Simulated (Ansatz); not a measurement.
`N=C(Cl)CO`. The species carries charge 0 and has multiplicity 1.

```csv
atom,x (Å),y (Å),z (Å)
N1,1.151,0.141,-0.921
C2,0.589,0.236,0.190
Cl3,1.344,0.841,1.647
C4,-0.838,-0.176,0.377
O5,-1.398,-0.649,-0.804
H6,2.118,0.448,-0.936
H7,-1.392,0.693,0.759
H8,-0.868,-0.941,1.165
H9,-0.704,-0.593,-1.477
```

(1) What are the harmonic wavenumbers in cm⁻¹ at PBE0-D4/def2-TZVP (Ansatz, finite differences of forces, unscaled)? (Estimate.)

(2) Is this a minimum?

(3) Give the ideal-gas thermochemistry at 298.15 K and 1 bar (rigid rotor, harmonic oscillator; point group Cs, symmetry number 1).

(4) And at 400, 500, 600, 800 and 1000 K?

Answers

(1) The calculation gave: 120, 254, 326, 378, 467, 480, 797, 868, 956, 1028, 1146, 1199, 1256, 1325, 1452, 1480, 1769, 3019, 3044, 3555, 3730.

(2) Yes, all 21 modes are real.

(3) Zero-point energy 171.4 kJ/mol; H(298) − E = 188.3 kJ/mol; entropy 314.9 J/(mol·K), of which translation 165.5, rotation 110.4, vibration 39.1; G(298) − E = 94.4 kJ/mol.

(4) 
```csv
T (K),H − E (kJ/mol),S (J/mol/K),G − E (kJ/mol)
400,197.9,342.4,60.9
500,208.9,366.9,25.4
600,221.2,389.4,-12.4
800,249.0,429.2,-94.4
1000,279.8,463.5,-183.7
```
